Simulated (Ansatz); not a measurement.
**Ethylene (C2H4): basis-set convergence**

Aim: see how fast density functionals and correlated methods converge with the basis set for ethylene (C2H4).

Computed with Ansatz 0.2.0, Gaussian basis. Level: one geometry, several basis sets.

The runs, in order: PBE0-D4/def2-SVP; ωB97M-V/def2-SVP; PBE0-D4/def2-QZVPP; ωB97M-V/def2-QZVPP; CCSD(T)/cc-pV(D+d)Z; CCSD(T)/cc-pV(T+d)Z; CCSD(T)/cc-pV(Q+d)Z; the functionals' def2-TZVPP values are taken from earlier runs.

## 1. Structure used throughout

All runs share one geometry, relaxed beforehand with PBE0-D4 in a triple-zeta def2 set.

6 atoms, charge 0, spin multiplicity 1.

Atoms are counted from 1 here; the program's logs count them from 0.

Bond lengths: C1–C2 1.323 Å, C1–H3 1.085 Å, C1–H4 1.085 Å, C2–H5 1.085 Å, C2–H6 1.085 Å. Angles: C2–C1–H3 121.7°, C2–C1–H4 121.7°, H3–C1–H4 116.7°, C1–C2–H5 121.7°, C1–C2–H6 121.7°, H5–C2–H6 116.7°.

## 2. PBE0-D4 in def2-SVP

Input file in.yaml:

```yaml
crystal:
  periodic: [false, false, false]
  atoms:
    - {symbol: C, position_ang: [-0.087439, -0.639943, -0.142816]}
    - {symbol: C, position_ang: [0.087493, 0.639939, 0.142808]}
    - {symbol: H, position_ang: [0.031976, -1.412735, 0.608942]}
    - {symbol: H, position_ang: [-0.357439, -0.969094, -1.140497]}
    - {symbol: H, position_ang: [-0.032096, 1.412742, -0.608911]}
    - {symbol: H, position_ang: [0.357506, 0.969092, 1.140485]}
basis:
  gaussian: {orbitals: def2-SVP}
hamiltonian: {xc: pbe0, dispersion: d4}
output: {orbitals: {seedname: orbitals}}
```

Command:

```bash
$ ansatz run in.yaml --threads 2 --pin off --events-out ev --progress --plain --max-ram 32768MiB --backend cpu
```

After this run come: ωB97M-V in def2-SVP; PBE0-D4 in def2-QZVPP; ωB97M-V in def2-QZVPP; CCSD(T) in cc-pV(D+d)Z; CCSD(T) in cc-pV(T+d)Z; CCSD(T) in cc-pV(Q+d)Z.

Q: Predict the results of all the runs planned. Wanted: MP2 correlation recovered, cc-pV(D+d)Z; MP2 correlation recovered, cc-pV(T+d)Z; MP2 correlation recovered, cc-pV(Q+d)Z; CCSD(T) limit from def2 sets; PBE0-D4: double and triple zeta above quadruple; ωB97M-V: double and triple zeta above quadruple.

The runs gave:

```
                                                                 quantity          value
                                   MP2 correlation recovered, cc-pV(D+d)Z         74.0 %
                                   MP2 correlation recovered, cc-pV(T+d)Z         90.4 %
                                   MP2 correlation recovered, cc-pV(Q+d)Z         96.0 %
CCSD(T) limit from def2 sets (earlier runs) less the limit of this series         -3 meV
                          PBE0-D4: double and triple zeta above quadruple  2.53, 0.13 eV
                          ωB97M-V: double and triple zeta above quadruple  2.70, 0.12 eV
```

For PBE0-D4 the step from double to triple zeta gains 2.40 eV and the next only 0.13 eV. In cc-pV(D+d)Z MP2 holds 74 % of its limit, in cc-pV(Q+d)Z 96 %, while Hartree-Fock is within 0.043 eV in the largest set. A limit from the def2 sets, made apart, differs by 3 meV, a least measure of the doubt on such a limit. These are total energies; as a rule much of such shifts cancels in differences, which this series doesn't test. The LUMO of ωB97M-V is positive and keeps falling with the basis (2.72 to 2.08 eV): an unbound level that the basis holds in place.
